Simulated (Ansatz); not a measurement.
Consider the isomerisation: `SC1NCO1` → `N=CSCO`.

Program: Ansatz. Geometries: PBE0-D4/def2-TZVP. ΔE: electronic, gas phase. CCSD(T)/CBS adds triple-zeta CCSD(T) − MP2 to the extrapolated MP2 energy (def2 sets, frozen cores). DFT in def2-TZVPP. B3LYP here is the variant with VWN-RPA as its local correlation; programs differ in this. One conformer a species, not always the lowest.

```csv
level,ΔE (kJ/mol)
B3LYP-D4,-88.0
ωB97X-V,-62.4
B3LYP,-87.5
CCSD/def2-TZVPP,-72.0
```

(1) What does CCSD(T)/CBS give? (Estimate.)

Largest T1 diagnostic among the species: 0.014.

Answers

(1) Ansatz gave: -79.8 kJ/mol. The listed levels differ from it by -8.2, 17.4, -7.7, 7.8 kJ/mol.

From PBE to PBE0 (25 % exact exchange), in def2-TZVPP and without D4, ΔE moves by +12.6 kJ/mol. In def2-TZVPP, CCSD(T) changes the Hartree–Fock value by −7.8 kJ/mol (the triples alone add −5.0 kJ/mol) and MP2 by −9.8 kJ/mol.
